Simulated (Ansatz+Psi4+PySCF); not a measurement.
Two shapes of doublet CH4N.

Shape 1:

```xyz
6

C     0.4573   -0.4903    0.2222
N    -0.4469    0.5168   -0.3360
H     0.3215   -0.7050    1.2923
H    -0.3410    1.3897    0.1762
H     0.3275   -1.4242   -0.3286
H     1.4875   -0.1608    0.0720
```

Shape 2:

```xyz
6

C     0.0388    0.6950    0.0120
N     0.0713   -0.7571   -0.0031
H    -0.9335    1.1582    0.0026
H    -0.4583   -1.1081   -0.8304
H     0.5738    1.0629    0.8787
H     0.5931    1.0578   -0.8607
```

Basis set: cc-pVTZ (spherical functions). Frozen core: 2 orbitals. Correlation on ROHF uses semicanonical orbitals with singles. Charge 0, multiplicity 2.

Computed with Ansatz (development build ahead of 0.2.0) and Psi4 1.11; each method stands on the lowest determinant of its kind that the runs found.

(1) Which shape is lower in energy, and by how much in each method?

## Answers

(1)

| method | E(2) − E(1) (eV) |
| --- | --- |
| ROHF | 0.028 |
| UHF | 0.026 |
| ROHF-MP2 | 0.015 |
| UHF-MP2 | 0.015 |

Shape 1 is lower.
